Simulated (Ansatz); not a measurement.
Reaction (SMILES): [H][H] (H2) → 2 H atom
B3LYP-D3(BJ)/def2-TZVP geometries, fixed; electronic energies without zero-point terms.
Largest species:
```
H
H 1 0.7440
```

The bond dissociation energy at CCSD(T) with Ansatz (a first-principles code), in kcal/mol, split into its Hartree-Fock and correlation parts. Open shells are unrestricted. No added dispersion term, no relativity. Functions are those of the species that has most.

| basis | X | functions | Hartree-Fock | CCSD(T) |
|---|---|---|---|---|
| cc-pVDZ | 2 | 10 | 81.69 | 103.49 |
| cc-pVTZ | 3 | 28 | 83.65 | 108.38 |
| cc-pVQZ | 4 | 60 | 83.79 | 109.13 |
| cc-pV5Z | 5 | 110 | 83.82 | 109.33 |

Worked estimate of the basis-set limit from each neighbouring pair, with Hartree-Fock from the larger set and the correlation part extrapolated as X^-3.
Correlation parts: X = 2: 21.80, X = 3: 24.73, X = 4: 25.34, X = 5: 25.51.
- (2,3): (27·(24.73) - 8·(21.80))/19 = 25.96; with Hartree-Fock 83.65 the estimate is 109.61 kcal/mol.
- (3,4): (64·(25.34) - 27·(24.73))/37 = 25.79; with Hartree-Fock 83.79 the estimate is 109.58 kcal/mol.
- (4,5): (125·(25.51) - 64·(25.34))/61 = 25.69; with Hartree-Fock 83.82 the estimate is 109.51 kcal/mol.
The last two estimates differ by 0.07 kcal/mol; the largest set lies 0.18 from the last. Over the last step Hartree-Fock moves by 0.03 and the correlation part by 0.17.
